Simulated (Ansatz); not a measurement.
# A rate constant, worked out

An elementary step of CH8AlN, closed shell (CH₅N ([CH3][NH2]) + AlH₃ → CH₆AlN ([CH3][NH][AlH2]) + H₂; Al–H, H–N broken or loosened, Al–N, H–H formed or tightened). The start structure is the complex of the reactants, bound by 1.45 eV, and the electronic barrier above it is 1.481 eV by CCSD(T) at an estimated basis limit (MP2 extrapolated from triple and quadruple zeta, plus CCSD(T) − MP2 in triple zeta). Computed with Ansatz 0.2.0 (basis: def2-TZVPP and def2-QZVPP); correlated methods freeze the cores. Extrapolation: Hartree–Fock as exp(−7.88 √X), correlation as X^−2.97. Harmonic wavenumbers at PBE0-D4/def2-TZVP (Ansatz 0.2.0), in cm⁻¹:

Start: 104, 188, 191, 413, 415, 527, 683, 759, 765, 772, 1011, 1038, 1060, 1241, 1341, 1454, 1500, 1502, 1642, 1838, 1840, 1857, 3064, 3146, 3166, 3503, 3573.

Saddle: 1210i, 120, 173, 199, 453, 555, 590, 672, 718, 743, 937, 1056, 1111, 1143, 1357, 1434, 1459, 1487, 1512, 1834, 1843, 1924, 1930, 3019, 3078, 3104, 3586.

Question: Work out the transition-state-theory rate constant at 500 K from these numbers alone (harmonic vibrations; rotation, path degeneracy and anharmonicity left out), and the Wigner tunnelling factor. Use 1 cm⁻¹ = 1.2398 × 10⁻⁴ eV and k_B = 8.617 × 10⁻⁵ eV/K.

Answer: Zero-point energies, half the sums: start 38593/2 cm⁻¹ = 2.3925 eV; saddle, real modes only, 36037/2 cm⁻¹ = 2.2340 eV.
Barrier with zero-point energy: 1.481 + 2.2340 − 2.3925 = 1.3225 eV.
k_BT = 0.04309 eV, so the barrier is 30.69 k_BT.
Vibrational partition functions from the zero-point level, ln q = −Σ ln(1 − exp(−hν/k_BT)): start 4.833, saddle 4.456.
k = (k_BT/h) exp(ln q‡ − ln q) exp(−E0/k_BT), with log₁₀(k_BT/h in s⁻¹) = 13.02: log₁₀ k = 13.02 + (-0.377 − 30.69)/2.3026 = -0.47, so k ≈ 3 × 10^(-1) s⁻¹.
Wigner factor: 1 + (hν‡/k_BT)²/24 = 1 + (3.48)²/24 = 1.51. A change of 1 kcal/mol (0.043 eV) in the barrier would change k by a factor of 2.7 at this temperature.

T1 diagnostic: at most 0.011.

The step is the kind of exchange with an N–H group that builds nitride films in atomic layer and chemical vapour deposition.

Labels in which every atom is bracketed show which atoms are joined, not bond orders.

For scale, one of the runs: CCSD(T)/def2-TZVPP, 216 basis functions, launched by `ansatz run in.yaml --threads 2 --pin off --events-out ev --progress --plain --max-ram 4352MiB`. Time: 26 s of wall clock on 2 CPU threads of an Intel Xeon 6975P-C; the host was shared. Peak host memory: 3.3 GiB.
